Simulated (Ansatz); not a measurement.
in.yaml

```yaml
crystal:
  periodic: [false, false, false]
  atoms:
    - {symbol: Si, position_ang: [0.000000, 0.000000, 0.000000]}
    - {symbol: C, position_ang: [0.000000, 0.000000, 1.836000]}
basis:
  gaussian: {orbitals: 6-31G}
magnetization: {spin_polarized: false}
correlation: {method: ccsd_t, electrons: valence}
output: {forces: true}
```

```sh
$ ansatz run in.yaml --threads 1 --pin off --events-out ev --progress --plain --max-ram 2393MiB
```

Output:

```
267 factors; integrals over basis functions are off by at most 1.1e-4 eV
mean field evaluation 1: about -8882.2659 eV, gradient 1.2e1 eV
mean field evaluation 2: about -8882.2673 eV, gradient 1.2e1 eV
mean field evaluation 4: about -8882.9867 eV, gradient 1.6e0 eV
mean field evaluation 8: about -8883.0532 eV, gradient 6.5e-2 eV
mean field evaluation 16: about -8884.0312 eV, gradient 6.3e0 eV
mean field evaluation 32: about -8883.0532 eV, gradient 7.3e-2 eV
mean field evaluation 64: about -8869.2982 eV, gradient 3.1e1 eV
mean field evaluation 96: about -8883.0532 eV, gradient 1.3e-5 eV
mean field evaluation 128: about -8884.2819 eV, gradient 2.6e-2 eV
mean field evaluation 160: about -8883.0532 eV, gradient 2.0e-2 eV
mean field evaluation 192: about -8883.0532 eV, gradient 5.0e-7 eV
mean field -8884.28192212 eV, -326.4913386554 hartree, gradient 1.5e-6 eV, S^2 0.000000; 11 other end points of the search recorded, 0 dependent functions left out; unrestricted orbitals would lower it
mean field evaluation 224: about -8885.0314 eV, gradient 4.2e0 eV
determinant -8884.28192212 eV, -326.4913386554 hartree, with singles and doubles -8888.04443828 eV, -326.6296085740 hartree
determinant -8883.05324224 eV, -326.4461855025 hartree, with singles and doubles -8888.55862577 eV, -326.6485046156 hartree
determinant -8884.28192212 eV, -326.4913386554 hartree, with singles and doubles -8888.05739886 eV, -326.6300848663 hartree
determinant -8883.05324224 eV, -326.4461855025 hartree, with singles and doubles -8888.55800904 eV, -326.6484819511 hartree
mean field evaluation 256: about -8883.0532 eV, gradient 5.2e-3 eV
mean field evaluation 288: about -8883.8394 eV, gradient 2.3e0 eV
mean field evaluation 320: about -8884.8581 eV, gradient 4.6e0 eV
mean field evaluation 352: about -8884.1036 eV, gradient 2.3e0 eV
mean field evaluation 384: about -8885.4142 eV, gradient 4.8e-3 eV
mean field evaluation 416: about -8885.5393 eV, gradient 2.4e-1 eV
unrestricted determinant -8885.69247434 eV, -326.5431754934 hartree, S^2 1.6786
6 core orbitals not correlated: weight in the atoms' cores, before any rotation towards them, 1.000 or more for the frozen orbitals, at most 0.000 for the correlated occupied ones
reference -8883.05324224 eV, -326.4461855025 hartree; 4, 4 occupied and 12, 12 virtual orbitals, 267 factors
second order -5.11570453 eV of doubles, -0.00000000 eV of singles
cycle   1  -5.50475736 eV  change    9.4e-6 eV  update   3.1e-6
cycle   2  -5.50475313 eV  change    4.2e-6 eV  update   2.0e-6
cycle   3  -5.50474931 eV  change    3.8e-6 eV  update   7.7e-7
perturbative correction -0.46324155 eV, -0.0170238128 hartree
WARN: the results are in doubt because among natural orbitals full CI differs from the method by -0.115 eV
the calculation of the forces begins
Total energy: -8889.02123309 eV, -326.6655051211 hartree
Atom 0 at     0.000000     0.000000     0.000000 Å, force     0.000000    -0.000000     2.663278 eV/Å
Atom 1 at     0.000000     0.000000     1.836000 Å, force     0.000000    -0.000000    -2.663278 eV/Å
Dipole moment:     0.000000     0.000000    -0.372373 e Å
In doubt: among natural orbitals full CI differs from the method by -0.115 eV
```

Forces (eV/Å):
```
Si   0.000  0.000  2.663
C    0.000  0.000 -2.663
```

Ran on 1 thread of Arm Neoverse V2, shared host: 0.81 s wall, 0.16 GiB peak host memory.
